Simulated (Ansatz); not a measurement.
Geometry optimisation, Ansatz 0.2.0, RKS B3LYP-D4/def2-SVP.

Input file:

```yaml
crystal:
  periodic: [false, false, false]
  atoms:
    - { symbol: "N", position_ang: [-1.0966, -1.6594, 0.2382] }
    - { symbol: C, position_ang: [-0.7937, -0.2984, 0.4393] }
    - { symbol: C, position_ang: [0.2397, 0.3373, -0.1002] }
    - { symbol: "N", position_ang: [1.2896, -0.2823, -0.8948] }
    - { symbol: C, position_ang: [0.4452, 1.7858, 0.2213] }
    - { symbol: O, position_ang: [-0.2791, 2.4381, 1.0019] }
    - { symbol: H, position_ang: [-0.8085, -1.9441, -0.6819] }
    - { symbol: H, position_ang: [-2.1068, -1.751, 0.3415] }
    - { symbol: H, position_ang: [-1.4788, 0.2431, 1.1433] }
    - { symbol: H, position_ang: [2.1526, 0.0872, -0.7343] }
    - { symbol: H, position_ang: [1.2027, -1.2953, -0.6829] }
    - { symbol: H, position_ang: [1.3106, 2.284, -0.2573] }
basis:
  gaussian: { orbitals: def2-SVP }
hamiltonian:
  xc: b3lyp
  dispersion: d4
relax:
  f_tol: 0.015
  max_steps: 40
```

Command:

```bash
$ ansatz run input.yaml --threads 2 --pin off --max-ram 3072MiB --backend cpu --events-out ev --progress --plain --runs-dir out
```

**Question.** Where does it end, and by what steps?

**Answer.** The forces met the threshold. After 17 steps the energy has fallen by 0.613 eV; H11 moved furthest, 1.17 Å.

| step | energy less start (eV) | largest force component (eV/Å) | accepted |
| --- | --- | --- | --- |
| 0 | 0.0000 | 5.419 | yes |
| 1 | -0.3689 | 1.550 | yes |
| 2 | -0.4517 | 0.531 | yes |
| 3 | -0.5064 | 0.443 | yes |
| 4 | -0.5248 | 0.861 | yes |
| 5 | -0.5605 | 0.503 | yes |
| 6 | -0.5765 | 0.423 | yes |
| 7 | -0.5901 | 0.177 | yes |
| 8 | -0.6030 | 0.134 | yes |
| 9 | -0.6042 | 0.615 | yes |
| 10 | -0.5991 | 0.335 | no |
| 11 | -0.6110 | 0.170 | yes |
| 12 | -0.6120 | 0.045 | yes |
| 13 | -0.6130 | 0.017 | yes |
| 14 | -0.6131 | 0.022 | yes |
| 15 | -0.6131 | 0.042 | yes |
| 16 | -0.6131 | 0.038 | no |
| 17 | -0.6132 | 0.006 | yes |

```xyz
12
Properties=species:S:1:pos:R:3
N -1.314 -1.497 0.035
C -0.947 -0.244 0.356
C 0.257 0.310 0.011
N 1.181 -0.492 -0.740
C 0.552 1.679 0.412
O -0.178 2.422 1.046
H -0.656 -2.049 -0.507
H -2.216 -1.875 0.285
H -1.653 0.365 0.928
H 1.425 -0.061 -1.632
H 2.056 -0.639 -0.236
H 1.569 2.027 0.074
```

Whether the end is a true minimum wasn't checked by a vibrational analysis.

The run took 59 s on 2 threads of Arm Neoverse V1, with other jobs on the host, peak memory 0.26 GiB.
